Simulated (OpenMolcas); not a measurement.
## CH2S (methanethial): the vertical ionisation energy from total energies

The species is CH2S (4 atoms), meant as a singlet with charge 0. SMILES: `C=S`. The coordinates come from a PBE0-D4/def2-TZVP relaxation.

```xyz
4

C    -0.0961   -0.0335   -0.0402
S     1.3084    0.4565    0.5471
H    -0.9721   -0.1773    0.5931
H    -0.2402   -0.2457   -1.1000
```

Both states at this one shape; open shells run unrestricted unless said. 1 Eh = 27.2114 eV.

| level | program | singlet CH2S (Eh) | doublet CH2S+ (Eh) | HOMO of the first (eV) |
| --- | --- | --- | --- | --- |
| SVWN5/STO-3G | OpenMolcas | -430.777406 | -430.524496 | -1.63 |
| r2SCAN/STO-3G | OpenMolcas | -432.519955 | -432.269642 | -2.00 |
| B3LYP/STO-3G | OpenMolcas | -432.556859 | -432.303296 | -2.96 |
| M06-2X/STO-3G | OpenMolcas | -432.562521 | -432.307384 | -4.53 |

Q: Work out the vertical ionisation energy at each level.

A: 
1. SVWN5/STO-3G: -430.524496 − (-430.777406) = 0.252910 Eh = 6.88 eV; −ε(HOMO) = 1.63 eV.
2. r2SCAN/STO-3G: -432.269642 − (-432.519955) = 0.250313 Eh = 6.81 eV; −ε(HOMO) = 2.00 eV.
3. B3LYP/STO-3G: -432.303296 − (-432.556859) = 0.253563 Eh = 6.90 eV; −ε(HOMO) = 2.96 eV.
4. M06-2X/STO-3G: -432.307384 − (-432.562521) = 0.255137 Eh = 6.94 eV; −ε(HOMO) = 4.53 eV.

No measured value is set beside it here; the levels span 6.81 to 6.94 eV. In semi-local functionals −ε(HOMO) lies far under the ionisation energy, a result of self-interaction, while the difference of totals does much better. Minimal sets are far from the basis-set limit.
